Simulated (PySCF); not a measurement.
Species: C₄H₅ (doublet state).
Geometry (GFN2-xTB, Å), atoms numbered from 1 in this order:
```xyz
9
C4H5 angstrom
C      2.2036    0.2424    0.2512
C      0.8655    0.0953    0.1250
C     -0.3437   -0.0390    0.0125
C     -1.7702   -0.1964   -0.1213
H      2.8474   -0.6164    0.3118
H      2.6471    1.2207    0.2950
H     -2.2862    0.3343    0.6817
H     -2.1079    0.2169   -1.0744
H     -2.0420   -1.2518   -0.0794
```

Identity: `[CH2]C#CC` [radical].

Theory: UKS B3LYP, pcH-1 on C H, non-relativistic, mean-field spin-orbit, GIAO in PySCF 2.14.0. Geometry: GFN2-xTB; no solvent, vibrations or thermal averaging. Couplings are sensitive to structure, and on GFN2-xTB geometries they can be far from those on DFT ones. Stability of the SCF solution: not tested.

The Mulliken spin populations are largest on C1 (+0.79), C3 (+0.53) and C2 (-0.26). The angles at C1 add up to 360.0°, so it is planar; its axial dipolar tensor and the negative couplings of its protons fit spin in a p orbital normal to that plane.

Question: McConnell's relation a(H) = Q·ρ ties the coupling of a proton on a planar π carbon to the spin population of that carbon. What Q do the computed values give?

Answer: 
```tsv
H	C	ρ(C)	a(H) (G)	a/ρ (G)
H5	C1	+0.786	-18.64	-23.7
H6	C1	+0.786	-18.65	-23.7
```

These protons share one ρ (within 0.01), so their mean ratio, Q = -23.7 G, is no test of linearity.

Couplings in gauss use g_iso = 2.0028.

On an Arm Neoverse V1 with one thread (shared host), this took 12 s wall (grids of density and orbitals included) and 0.49 GiB of memory at its peak.
